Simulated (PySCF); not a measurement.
## Electron attachment to hydroxymethylium

Parent: hydroxymethylium, `C=[OH+]` ([CH3O]+). Coordinates in Å; atoms count from 1 in this order:
```
C    -0.4001   -0.0338   -0.0050
O     0.7709   -0.4401    0.0118
H    -1.1819   -0.8095    0.0301
H    -0.6463    1.0412   -0.0528
H     1.4748    0.2477   -0.0194
```

Level of theory: PBE0-D3(BJ)/ma-def2-TZVP single points in PySCF, grid level 2; every species was optimised with PBE0-D3(BJ)/def2-SVP. Zero-point and thermal terms (298.15 K, 1 bar) come from unscaled PBE0-D3(BJ)/def2-SVP harmonic frequencies, with soft modes damped to free rotors in the entropy.

Frontier levels of the parent: HOMO -18.48 eV, LUMO -9.99 eV.

Reduction to the radical:
* Vertical recombination energy (electronic): 7.17 eV
* Adiabatic recombination energy (with zero-point energy): 7.64 eV
* Adiabatic, electronic part: 7.56 eV
* Vertical gap at the product's structure: 8.19 eV
* Inner reorganisation energy (four-point): 1020 meV
* Relaxation of product / of parent: 388 / 631 meV
* ⟨S²⟩ of the product: 0.754
* Largest spin populations: C1 0.89, O2 0.16
* Largest changes of atomic charge: C1 -0.45, O2 -0.26, H (on C1) -0.11, H (on C1) -0.10
* Distances that move most (Å): C1–O2 1.240 → 1.353; O2–H 0.985 → 0.962; C1–H 1.102 → 1.092; C1–H 1.104 → 1.096

Against the Active Thermochemical Tables (version 1.112): recombination energy to the radical 7.54 (computed 7.64, error 0.10) eV.
